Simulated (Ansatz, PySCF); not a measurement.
This PySCF input computes a BLYP/def2-TZVPD energy:

```python
from pyscf import gto, scf, dft

mol = gto.M(
    atom='''
    C    -0.89003452   -0.00503940    0.00658504
    O    -0.81527396   -1.01562247    0.64008523
    O     0.16868768    0.71691379   -0.45026202
    H    -1.81180777    0.49694744   -0.30468965
    C     1.42724168    0.27544195   -0.17823519
    H     1.55398746   -0.63018598    0.38924230
    H     2.20726758    0.90049269   -0.57323748
    ''',
    basis='def2-tzvpd',
    charge=0,
    spin=1,
    verbose=4,
)

mf = dft.UKS(mol, xc='blyp').density_fit(auxbasis='def2-universal-jkfit')
mf.grids.level = 3
mf.conv_tol = 1e-9
mf.max_cycle = 100
mf.max_memory = 1500
mf.kernel()
if not mf.converged:
    mf = mf.newton()
    mf.kernel(mf.make_rdm1())
for _ in range(2):
    mo, _, stable, _ = mf.stability(return_status=True)
    if stable:
        break
    mf.kernel(mf.make_rdm1(mo, mf.mo_occ))
mf.analyze()
```

**Question.** Write an input for the same energy in Ansatz (a first-principles code) and say what it gives.

**Answer.** 
Ansatz 0.2 input:
```yaml
crystal:
  periodic: [false, false, false]
  atoms:
    - {symbol: C, position_ang: [-0.89003452, -0.00503940, 0.00658504]}
    - {symbol: O, position_ang: [-0.81527396, -1.01562247, 0.64008523]}
    - {symbol: O, position_ang: [0.16868768, 0.71691379, -0.45026202]}
    - {symbol: H, position_ang: [-1.81180777, 0.49694744, -0.30468965]}
    - {symbol: C, position_ang: [1.42724168, 0.27544195, -0.17823519]}
    - {symbol: H, position_ang: [1.55398746, -0.63018598, 0.38924230]}
    - {symbol: H, position_ang: [2.20726758, 0.90049269, -0.57323748]}
basis:
  gaussian:
    orbitals: def2-TZVPD
hamiltonian:
  xc: {name: BLYP}
magnetization: {spin_polarized: true, initial_magnetization: 1}
output: {forces: true}
```
It gives -228.44889 Eh, and PySCF -228.44898 Eh, a difference of 0.09 mEh, from the treatment of integrals and grids.

It need not be the lowest isomer of its formula.
